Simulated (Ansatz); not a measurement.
`CC1=CC1F`, relaxed with RKS PBE-D4/def2-SVP in Ansatz 0.2.0 from a rough embedded geometry. The force threshold is 0.03 eV/Å; the program also tests the step.

The species carries charge 0 and has multiplicity 1.

Start:

```xyz
10

C    -0.061   -0.595   -1.314
C     0.158    0.078   -0.095
C     0.819    0.811    0.703
C    -0.460    0.425    1.211
F    -0.488   -0.622    2.115
H    -0.231   -1.730   -1.075
H    -0.969   -0.266   -1.801
H     0.756   -0.541   -1.956
H     1.737    1.397    0.969
H    -1.261    1.043    1.242
```

Problem. How much energy does the relaxation release, and in how many steps? (Estimate.)

Solution. Computed: 60.07 kJ/mol, in 6 steps.

Problem. Which bonds change most? (Estimate.)

Solution. Computed: C4–H10 from 1.013 to 1.110 Å; C1–H8 from 1.040 to 1.107 Å; C1–C2 from 1.410 to 1.477 Å; C1–H6 from 1.171 to 1.110 Å.

Problem. Give the relaxed structure. (Estimate.)

Solution. Computed: 
```xyz
10

C    -0.059   -0.650   -1.350
C     0.124    0.090   -0.085
C     0.850    0.844    0.725
C    -0.465    0.411    1.234
F    -0.526   -0.592    2.205
H    -0.215   -1.729   -1.136
H    -0.970   -0.300   -1.880
H     0.812   -0.546   -2.025
H     1.782    1.384    0.930
H    -1.332    1.088    1.382
```
